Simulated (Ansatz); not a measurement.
## A basis-limit estimate, worked out

An elementary step of SiNH$_{4}$Cl, closed shell (SiHCl ([SiH][Cl]) + NH₃ → SiNH₄Cl ([NH2][SiH2][Cl]); H–N broken or loosened, Si–H, Si–N formed or tightened). “Start” and “end” are the PBE0-D4/def2-TZVP structures reached by relaxing down either side of its saddle point, with the molecules still in contact.

Ansatz 0.2.0; basis: def2-TZVPP and def2-QZVPP; cores frozen in the correlated methods.

Energies in eV:

| quantity | end | start |
| --- | --- | --- |
| Hartree–Fock, triple zeta (X = 3) | -21914.63587 | -21912.90106 |
| Hartree–Fock, quadruple zeta (X = 4) | -21915.32009 | -21913.56826 |
| MP2 correlation, X = 3 | -14.43602 | -14.54425 |
| MP2 correlation, X = 4 | -15.67188 | -15.77228 |
| CCSD(T) correlation, X = 3 | -16.07739 | -16.30692 |

(1) Work out the step energy at the basis limit: extrapolate Hartree–Fock as E(X) = E∞ + A exp(−7.88 √X) and the MP2 correlation as E(X) = E∞ + B X^−2.97 (the exponents that Neese and Valeev fitted for def2-TZVPP and QZVPP), then add CCSD(T) − MP2 in triple zeta.

No T1 diagnostic of these runs exceeds 0.013. The restricted Hartree–Fock reference is unstable towards an unrestricted one at one or more of these structures.

Answers

(1) Each step is linear, so take the differences first (end − start): Hartree–Fock -1.73481 (X = 3) and -1.75183 (X = 4); MP2 correlation 0.10823 and 0.10040; CCSD(T) correlation 0.22953.
Two points give E∞ = E(4) + w [E(4) − E(3)], with w = 1/(exp(7.88 (2 − √3)) − 1) = 0.1377 for Hartree–Fock and w = 1/((4/3)^2.97 − 1) = 0.7407 for the correlation.
Hartree–Fock: -1.75183 + 0.1377 × (-0.01702) = -1.7542 eV.
MP2 correlation: 0.10040 + 0.7407 × (-0.00783) = 0.0946 eV.
CCSD(T) − MP2: 0.22953 − 0.10823 = 0.1213 eV.
Sum: -1.7542 + 0.0946 + 0.1213 = -1.5383 eV, or -35.47 kcal/mol. Plain CCSD(T) in triple zeta gives -1.5053 eV, so the larger basis shifts the result by -0.0330 eV.

Losses and insertions of silylenes and their heavier kin drive the gas-phase chemistry of silicon and germanium vapour deposition.

Labels in which every atom is bracketed show which atoms are joined, not bond orders.

For scale, one of the runs: CCSD(T)/def2-TZVPP, 171 basis functions (an equivalent command: `ansatz run in.yaml --threads 2`). Hardware: 2 CPU threads, shared host. Wall time 23 s; peak host memory 1.4 GiB.
